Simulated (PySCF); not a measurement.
# C4H9F: calculation and literature

Molfile (atoms numbered from 1):
```
C4H9F
     RDKit          3D

 14 13  0  0  0  0  0  0  0  0999 V2000
    1.2516    0.0139   -0.7442 C   0  0  0  0  0  0  0  0  0  0  0  0
    0.1545   -0.0703    0.3018 C   0  0  0  0  0  0  0  0  0  0  0  0
   -0.8089   -1.2107    0.0246 C   0  0  0  0  0  0  0  0  0  0  0  0
   -0.5678    1.2540    0.4752 C   0  0  0  0  0  0  0  0  0  0  0  0
    0.7776   -0.3549    1.5190 F   0  0  0  0  0  0  0  0  0  0  0  0
    0.8332    0.2345   -1.7373 H   0  0  0  0  0  0  0  0  0  0  0  0
    1.9665    0.8076   -0.4824 H   0  0  0  0  0  0  0  0  0  0  0  0
    1.7984   -0.9388   -0.7995 H   0  0  0  0  0  0  0  0  0  0  0  0
   -1.3387   -1.0567   -0.9270 H   0  0  0  0  0  0  0  0  0  0  0  0
   -1.5533   -1.2841    0.8308 H   0  0  0  0  0  0  0  0  0  0  0  0
   -0.2638   -2.1644   -0.0298 H   0  0  0  0  0  0  0  0  0  0  0  0
    0.1477    2.0462    0.7400 H   0  0  0  0  0  0  0  0  0  0  0  0
   -1.0837    1.5452   -0.4517 H   0  0  0  0  0  0  0  0  0  0  0  0
   -1.3132    1.1790    1.2805 H   0  0  0  0  0  0  0  0  0  0  0  0
  1  2  1  0
  2  3  1  0
  2  4  1  0
  2  5  1  0
  1  6  1  0
  1  7  1  0
  1  8  1  0
  3  9  1  0
  3 10  1  0
  3 11  1  0
  4 12  1  0
  4 13  1  0
  4 14  1  0
M  END
```

The experiment to reproduce: δ 19F F5 -130.8 ppm (measured; G. Saielli, R. Bini, A. Bagno, Computational 19F NMR. 2. Organic compounds, RSC Adv. 2014, ESI (exp. from Berger-Braun-Kalinowski 1994 and Everett 1995)).
δ 13C C2 93.5; C1/C3/C4 28.3; δ 1H H6/H7/H8/H9/H10/H11/H12/H13/H14 1.34 ppm (measured; solution, not stated per compound (mostly CDCl3 or CCl4); Pretsch, Buehlmann, Badertscher, Structure Determination of Organic Compounds, 4th ed. (2009)).

Theoretical values (PySCF): shielding tensors at PBE0/pcSseg-1 (GIAO), geometry from PBE0-D3(BJ)/def2-SVP. In vacuum, rapidly exchanging positions averaged, one computed conformer, relativity neglected.

Question: Set the calculated values beside the experiment.

Answer: 
Reference values: measured (G. Saielli, R. Bini, A. Bagno, Computational 19F NMR. 2. Organic compounds, RSC Adv. 2014, ESI (exp. from Berger-Braun-Kalinowski 1994 and Everett 1995)).
| atoms | quantity | reference | computed | computed, scaled |
| --- | --- | --- | --- | --- |
| F5 | δ 19F vs CFCl3 | -130.8 | -166.0 | -147.2 |

Reference values: measured (solution, not stated per compound (mostly CDCl3 or CCl4); Pretsch, Buehlmann, Badertscher, Structure Determination of Organic Compounds, 4th ed. (2009)).
```
                          atoms  quantity  reference  computed  computed, scaled
                             C2     δ 13C       93.5      89.9              86.7
                       C1/C3/C4     δ 13C       28.3      29.8              28.3
H6/H7/H8/H9/H10/H11/H12/H13/H14      δ 1H       1.34      1.28              1.43
```

Computed shifts are σ(ref) − σ with the named reference compound (TMS for H and C) calculated as an isolated molecule at the same level. The measured values may be among those fitted. Empirical linear scaling, fitted to shifts measured mostly in CDCl3 for H and C (δ vs TMS): 13C: δ = 178.46 − 0.972σ (rms 2.0 ppm, 209 shifts, 2.2 ppm with the 3 outliers that the fit left out); 1H: δ = 29.85 − 0.948σ (rms 0.21 ppm, 133 shifts); 19F: δ = 150.53 − 0.919σ +17.7 on sp3 carbon (rms 6.8 ppm, 22 shifts vs CFCl3, solution or neat liquid). A few per cent of atoms miss by over 2 rms, more outside the fitted compound classes.

Question: How far are the unscaled 13C shifts from the references?

Answer: Mean signed difference -1.05 ppm, mean absolute 2.55 ppm over 2 comparisons; the largest is -3.6 ppm at C2 (fully substituted sp3 carbon bonded to F).
